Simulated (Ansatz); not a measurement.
```yaml
crystal:
  periodic: [false, false, false]
  atoms:
    - {symbol: C, position_ang: [-0.483759, 0.445441, -0.176029]}
    - {symbol: Si, position_ang: [1.153345, -0.128067, -0.822828]}
    - {symbol: O, position_ang: [1.479328, -1.297057, 0.384034]}
    - {symbol: H, position_ang: [-1.328396, -0.517264, -0.279958]}
    - {symbol: H, position_ang: [-0.855609, 1.086084, -1.083519]}
    - {symbol: H, position_ang: [-0.665315, 0.474768, 0.925879]}
    - {symbol: H, position_ang: [1.057179, -1.324052, 1.167840]}
basis:
  gaussian: {orbitals: cc-pVDZ}
magnetization: {spin_polarized: true, initial_magnetization: 8}
hamiltonian: {xc: {name: B97M-V}}
```

```sh
$ ansatz run in.yaml --threads 2 --pin off --events-out ev --progress --plain --max-ram 32768MiB --backend cpu
```

Output, abridged:

```
Functional definition: B97M-V
785 factors; their error is unknown
mean field evaluation 1: about -10989.2943 eV, gradient 3.0e1 eV
mean field evaluation 2: about -10935.8305 eV, gradient 8.7e1 eV
mean field evaluation 4: about -10996.2711 eV, gradient 6.2e0 eV
mean field evaluation 8: about -10996.4537 eV, gradient 1.4e-1 eV
mean field evaluation 16: about -10996.4255 eV, gradient 9.9e-4 eV
mean field -10996.42554655 eV, -404.1111851909 hartree, gradient 3.6e-5 eV, S^2 20.006197; 4 other end points of the search recorded, 0 dependent functions left out
reference -10996.42559928 eV, -404.1111871285 hartree; 20, 12 occupied and 46, 54 virtual orbitals, 785 factors
Total energy: -10996.42559928 eV, -404.1111871285 hartree
```

(1) Something in this input is off. What?

Results:

(1) The spin is set far too high for this molecule. Self-consistency was reached. The result belongs to that input, not to the molecule as meant.
